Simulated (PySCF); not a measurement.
Ranking problems on computed properties.

Species are written as SMILES; each is one conformer at its optimised geometry, gas phase, non-relativistic unless stated. Electronic properties by PySCF.

The conformers computed, where there is a choice (atom-mapped SMILES and torsion angles):
- `[CH3:1][CH2:2][CH2:3][C@@H:4]([CH3:5])[C@@H:6]([CH3:7])[CH:8]([CH3:9])[CH3:10]`: C1–C2–C3–C4 176°, C2–C3–C4–C5 63°, C3–C4–C6–C7 -65°, C4–C6–C8–C9 172°
- `[CH2:1]=[CH:2][O:3][CH:4]=[CH2:5]`: C1–C2–O3–C4 -177°, C2–O3–C4–C5 179°
- `[OH:1][C@H:2]1[C@H:3]2[CH2:4][C@@H:5]12`: H–O1–C2–C3 -143°

Question: Rank by smallest rotational constant, lowest first (PBE0-D3(BJ)/def2-SVP).
A. `[F][Mn][F]` [sextet]
B. `O=C(F)F`
C. `CC(C)[O-]`
D. `Fc1cpco1`
E. `CCC[C@@H](C)[C@@H](C)C(C)C`
F. `C=COC=C`
G. `[C-]#[N+]C(F)F`

Answer: E (0.613 GHz), D (1.890 GHz), F (2.352 GHz), G (3.358 GHz), A (4.213 GHz), C (4.937 GHz), B (5.933 GHz).

Question: Rank by dipole moment, highest first (PBE0-D3(BJ)/def2-SVP).
A. `[F][Mn][F]` [sextet]
B. `O[C@H]1[C@H]2C[C@@H]12`
C. `O=C(F)F`
D. `[C-]#[N+]C(F)F`
E. `FC1=CP=CO1`

Answer: D (2.31 D), B (1.85 D), C (1.12 D), E (0.20 D), A (0.00 D).

Question: Give the two extremes of that set in atomic units.

Answer: `[F][Mn][F]` [sextet state]: 0.00 au; `[C-]#[N+]C(F)F`: 0.91 au.
